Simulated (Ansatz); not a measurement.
## Smallest direct gap on the k points sampled of zinc-blende BAs at several levels of theory

No measured value is used here.

```tsv
level (code)	value (eV)	cell (Å³/atom)
LDA+SOC (Ansatz)	3.04	13.63
RPBE (Ansatz)	3.28	13.63
rVV10 (Ansatz)	3.29	14.13
r²SCAN+rVV10 (Ansatz)	(withheld)	13.61
r²SCANh (Ansatz)	3.98	13.60
Hartree–Fock (Ansatz)	(withheld)	13.63
G0W0@HSE06 (Ansatz)	4.49	13.63
```

Problem. Complete the blanks.

Solution. 
- r²SCAN+rVV10 (Ansatz, a program for electronic structure), value (eV): 3.44
- Hartree–Fock (Ansatz), value (eV): 9.97

At these levels the smallest gap is indirect and lower: LDA+SOC 1.06, RPBE 1.22, rVV10 1.28, r²SCAN+rVV10 1.34, r²SCANh 1.84, Hartree–Fock 7.25, G0W0@HSE06 2.21 eV. Computed values are for a static lattice. Levels without +SOC have no spin–orbit coupling; where heavier elements are present it shifts gaps, mostly down, and can invert bands.  G0W0@HSE06: GW on a hybrid start was not checked against another program. Values are at the measured cell; rVV10 at the level's own equilibrium cell; r²SCAN+rVV10 at the level's own relaxed cell; r²SCANh at the level's own equilibrium cell. Cutoffs and k meshes differ between the levels. Ansatz's density-functional and Hartree–Fock values are scalar-relativistic unless marked +SOC, with PAW data made under PBE.
